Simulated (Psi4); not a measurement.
**B2H4F− (SMILES B[BH2-]F) at HF/STO-3G**

Aim: the vertical singlet–triplet gap of B2H4F− at HF/STO-3G, from 2 runs. 

The calculation is run with Psi4 1.11.

6 further runs of the same task are left out: 5 that didn't finish, 1 set aside as unsound or not needed.

**1. The system as given**

B2H4F−: 7 atoms, total charge -1, spin state singlet. As SMILES, `B[BH2-]F`. The shape is that of a GFN2-xTB optimisation.

Bond lengths: B1–B2 1.681 Å, B2–F3 1.482 Å, B1–H4 1.197 Å, B1–H5 1.194 Å, B2–H6 1.236 Å, B2–H7 1.237 Å. Angles: B1–B2–F3 115.0°, B1–B2–H6 111.7°, B1–B2–H7 111.7°, F3–B2–H6 105.7°, F3–B2–H7 105.6°, B2–B1–H4 120.9°, B2–B1–H5 127.4°, H6–B2–H7 106.6°, H4–B1–H5 111.7°.

**2. A single-point energy at HF/STO-3G**

Contents of calc.inp:

```
memory 1600 mb

molecule geom {
  -1 1
  B
  B 1 1.680731
  F 2 1.481517 1 114.96789
  H 1 1.196988 2 120.91753 3 -179.89171
  H 1 1.19421 4 111.71081 2 -179.99213
  H 2 1.23602 3 105.67463 1 123.67466
  H 2 1.236684 6 106.64121 3 -112.04869
  symmetry c1
  no_reorient
  no_com
}

set {
  puream true
  e_convergence 1e-09
  d_convergence 1e-08
  scf_type pk
}

energy_value, wavefunction = energy("scf/STO-3G", return_wfn=True)
oeprop(wavefunction, "DIPOLE", "MAYER_INDICES", "LOWDIN_CHARGES", title="SCF")
```

Run with:

```console
$ psi4 -n 1 calc.inp calc.out
```

calc.out:

```text
[...]
  Running in c1 symmetry.
[...]
  Nuclear repulsion =   54.246353331715980
[...]
  Multiplicity = 1
[...]
  Nalpha       = 12
  Nbeta        = 12
[...]
    Number of basis functions: 19
[...]
   @RHF iter   1:  -148.93370736996832   -2.48139e+00   1.04208e-02 DIIS/ADIIS
[...]
   @RHF iter  10:  -148.97370248502770   -1.98952e-13   2.92448e-09 DIIS
[...]
    Orbital Energies [Eh]
    ---------------------
    Doubly Occupied:
       1A    -25.467203     2A     -7.110793     3A     -7.020109
       4A     -1.080488     5A     -0.428960     6A     -0.322958
       7A     -0.219780     8A     -0.175123     9A     -0.153999
      10A     -0.113464    11A     -0.040779    12A     -0.022355
[...]
  @RHF Final Energy:  -148.97370248502770
   => Energetics <=
    Nuclear Repulsion Energy =             54.2463533317159801
    One-Electron Energy =                -322.1280891052900870
    Two-Electron Energy =                 118.9080332885464202
    Total Energy =                       -148.9737024850277010
[...]
 Multipole Moments:
 ------------------------------------------------------------------------------------
     Multipole            Electronic (a.u.)      Nuclear  (a.u.)        Total (a.u.)
 ------------------------------------------------------------------------------------
 L = 1.  Multiply by 2.5417464519 to convert [e a0] to [Debye]
 Dipole X            :         -0.0035251            0.0024390           -0.0010862
 Dipole Y            :         -3.5413761            2.9124116           -0.6289645
 Dipole Z            :          2.0414954           -2.3296220           -0.2881266
 Magnitude           :                                                    0.6918197
[...]
```

It took 2.7 s on 1 thread of Intel Xeon Platinum 8259CL at 2.50GHz (Skylake/Cascade Lake), shared host; peak memory 0.18 GiB.

**3. The triplet: energy and forces at UHF/STO-3G**

Contents of calc.py:

```python
import psi4

psi4.set_memory(1600000000)
psi4.set_num_threads(1)
psi4.set_output_file('output.dat', False)

m = psi4.geometry("""
-1 3
B
B 1 1.680731
F 2 1.481517 1 114.96789
H 1 1.196988 2 120.91753 3 -179.89171
H 1 1.19421 4 111.71081 2 -179.99213
H 2 1.23602 3 105.67463 1 123.67466
H 2 1.236684 6 106.64121 3 -112.04869
symmetry c1
no_reorient
no_com
""")

psi4.set_options({
    'reference': 'uhf',
    'puream': True,
    'e_convergence': 1e-09,
    'd_convergence': 1e-08,
    'scf_type': 'pk',
    'maxiter': 200,
})

energy_value, wavefunction = psi4.gradient('hf/STO-3G', return_wfn=True)
psi4.oeprop(wavefunction, 'QUADRUPOLE', 'MAYER_INDICES', 'MULLIKEN_CHARGES')
print('gradient / Eh bohr^-1')
print(energy_value.np.round(6))
print(f'energy = {wavefunction.energy():.10f} Eh')
```

Run with:

```console
$ python calc.py
```

output.dat, cut to the lines that bear on the results:

```text
[...]
  Running in c1 symmetry.
[...]
  Nuclear repulsion =   54.246353331715980
[...]
  Multiplicity = 3
[...]
  Nalpha       = 13
  Nbeta        = 11
[...]
    Number of basis functions: 19
[...]
   @UHF iter   1:  -148.79781634804380   -2.34550e+00   1.15822e-02 ADIIS/DIIS
[...]
   @UHF iter  15:  -148.84787899183675   -4.54747e-13   5.40175e-09 DIIS
[...]
   @S^2 Observed:                2.013784644E+00
[...]
  @UHF Final Energy:  -148.84787899183675
   => Energetics <=
    Nuclear Repulsion Energy =             54.2463533317159801
    One-Electron Energy =                -320.9703248952994272
    Two-Electron Energy =                 117.8760925717467103
    Total Energy =                       -148.8478789918367511
  UHF NO Occupations:
  HONO-2 :   11  A 1.9967362
  HONO-1 :   12  A 1.0000000
[...]
  -Total Gradient:
     Atom            X                  Y                   Z
    ------   -----------------  -----------------  -----------------
       1       -0.000006865381    -0.003217966891     0.122370421163
       2       -0.000472850745     0.039496605245    -0.162183055873
       3        0.000116069086    -0.061997633603     0.050717825245
       4        0.000028196796     0.010129323412    -0.032079472521
       5        0.000004191038    -0.004354458329    -0.033831549781
       6       -0.015328469823     0.009981520807     0.027458158745
       7        0.015659729029     0.009962609358     0.027547673020
[...]
 Multipole Moments:
 ------------------------------------------------------------------------------------
     Multipole            Electronic (a.u.)      Nuclear  (a.u.)        Total (a.u.)
 ------------------------------------------------------------------------------------
[...]
  Mulliken Charges: (a.u.)
   Center  Symbol    Alpha    Beta     Spin     Total
       1     B     3.40518  1.78530  1.61989 -0.19048
       2     B     2.58301  2.29298  0.29003  0.12400
       3     F     4.69349  4.58104  0.11245 -0.27454
       4     H     0.54675  0.61968 -0.07293 -0.16642
       5     H     0.54233  0.62294 -0.08060 -0.16527
       6     H     0.61454  0.54905  0.06548 -0.16359
       7     H     0.61469  0.54901  0.06568 -0.16371
   Total alpha = 13.00000, Total beta = 11.00000, Total charge = -1.00000
  Mayer Bond Indices:
[...]
```

Standard output:

```text
gradient / Eh bohr^-1
[[-7.00000e-06 -3.21800e-03  1.22370e-01]
 [-4.73000e-04  3.94970e-02 -1.62183e-01]
 [ 1.16000e-04 -6.19980e-02  5.07180e-02]
 [ 2.80000e-05  1.01290e-02 -3.20790e-02]
 [ 4.00000e-06 -4.35400e-03 -3.38320e-02]
 [-1.53280e-02  9.98200e-03  2.74580e-02]
 [ 1.56600e-02  9.96300e-03  2.75480e-02]]
energy = -148.8478789918 Eh
```

Run time: 3.6 s. Hardware: 1 thread of Intel Xeon Platinum 8259CL at 2.50GHz (Skylake/Cascade Lake), shared host; peak memory 0.18 GiB.

**4. Summary of results**

Level: HF/STO-3G.

```
                                                      quantity          value
                                         singlet: total energy  -148.97370 Eh
                                          singlet: HOMO energy       -0.61 eV
                                          singlet: LUMO energy       13.62 eV
singlet: HOMO–LUMO gap (to an unbound level, set by the basis)       14.23 eV
                                         triplet: total energy  -148.84788 Eh
                   triplet: HOMO energy (highest over α and β)        1.82 eV
                    triplet: LUMO energy (lowest over α and β)        9.72 eV
                                                 triplet: ⟨S²⟩          2.014
                             triplet: largest force on an atom     8.584 eV/Å
              vertical energy of the triplet above the singlet       3.424 eV
```

In words: At this shape the triplet lies 3.42 eV (79 kcal/mol) above the singlet. Its highest level lies above zero, so the electron may be held by the basis, which then sets this gap. In a minimal basis such a difference can be off by several eV, whatever the method. The HOMO (triplet) lies at positive energy, 1.82 eV: the electron is unbound at this level or held by a compact basis; values depend on the basis.
